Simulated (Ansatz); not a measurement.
Species: C3H7, charge 0, multiplicity 2. It need not be the lowest isomer of its formula. 
Structure (B3LYP-D3(BJ)/def2-TZVP (Ansatz, a program for electronic structure) minimum search):
```
C
H 1 1.0941
H 1 1.0944 2 106.77
C 1 1.4855 2 110.00 3 119.30
H 4 1.0819 1 120.96 2 34.73
H 4 1.0820 5 117.55 1 -170.74
C 1 1.5433 2 108.45 3 -116.56
H 7 1.0913 1 110.87 2 -62.30
H 7 1.0913 8 107.85 1 121.54
H 7 1.0924 8 108.25 9 116.89
```
Charge 0, spin multiplicity 2.

Quantity: atomisation energy (electronic, to ground-state atoms), in kcal/mol. Correlated levels leave the core frozen unless marked. Open shells are spin-unrestricted. Spin-orbit coupling is left out. No relativistic terms. The coupled-cluster limit lacks core correlation, which all-electron functionals hold. CBS(X,Y): correlation extrapolated as X^-3; Hartree-Fock from the larger set. [CCSD(T)-MP2]/basis is that difference in the basis named.

```json
[
 {"level": "HF/cc-pVDZ", "program": "Ansatz", "atomisation energy (kcal/mol)": "681.6"},
 {"level": "r2SCAN/def2-TZVPD", "program": "Ansatz", "atomisation energy (kcal/mol)": "901.2"}
]
```

Problem. What does RI-MP2/CBS(cc-pVTZ,cc-pVQZ)+[CCSD(T)-MP2]/cc-pVTZ (Ansatz) give?

Solution. 896.9 kcal/mol, so r2SCAN/def2-TZVPD differs from it by 4.3 kcal/mol.
